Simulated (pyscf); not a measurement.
HO–Al(OH)–F (SMILES [OH][Al]([OH])[F]) + HF (SMILES F) → HO–Al(OH)–F (SMILES [OH][Al]([OH])[F]) + HF (SMILES F) (four-centre exchange; singlet surface; Al–F, F–H broken, Al–F, F–H formed). Optimised with ωB97X-D3(BJ)/def2-SVP in PySCF. Correlated levels are frozen-core, on RHF or UHF. ΔMP2 is the change of the MP2 total energy from the triple- to the quadruple-zeta basis. Energies in kcal/mol from the separated reactants.

```csv
level,barrier,reaction energy
ωB97X-D3(BJ)/def2-TZVP,-9.5,0.0
B3LYP-D3(BJ)/def2-TZVP,-9.0,0.0
M06-2X/def2-TZVP,-11.2,0.0
ωB97M-D3(BJ)/def2-TZVP,-9.1,0.0
MP2/def2-QZVPP,…,0.0
CCSD(T)/def2-TZVPP,-7.9,0.0
CCSD(T)/def2-TZVPP + ΔMP2(QZVPP),…,0.0
```

Problem. Fill in the missing entries.

Solution. 
- MP2/def2-QZVPP, barrier: -7.8
- CCSD(T)/def2-TZVPP + ΔMP2(QZVPP), barrier: -7.6

On the reactant side the descent ends in an adduct with a Al–F contact, 13.2 kcal/mol under the separated species and 3.7 kcal/mol under the saddle at ωB97X-D3(BJ)/def2-TZVP. On the product side the descent ends in an adduct with a Al–F contact, 13.2 kcal/mol under the separated species and 3.7 kcal/mol under the saddle at ωB97X-D3(BJ)/def2-TZVP. At ωB97X-D3(BJ)/def2-TZVP, B3LYP-D3(BJ), M06-2X, ωB97M-D3(BJ)/def2-TZVP, MP2, CCSD(T), CCSD(T) the saddle lies under the separated reactants, which points to a path from their complex (located at ωB97X-D3(BJ) alone). At ωB97X-D3(BJ)/def2-TZVP, B3LYP-D3(BJ), M06-2X, ωB97M-D3(BJ)/def2-TZVP, MP2, CCSD(T), CCSD(T) the saddle lies under the separated products, which points to a path from their complex (located at ωB97X-D3(BJ) alone). What is counted as formed (Al–F) is already present as a longer contact in the reactant adduct; forming that adduct is a step of its own. What is counted as broken (Al–F) persists as a longer contact in the product adduct; parting that adduct is a step of its own. This is the saddle that the search found; another between the same sides may lie lower. The CCSD(T) − MP2 part came from Ansatz, without density fitting, on the same reference.
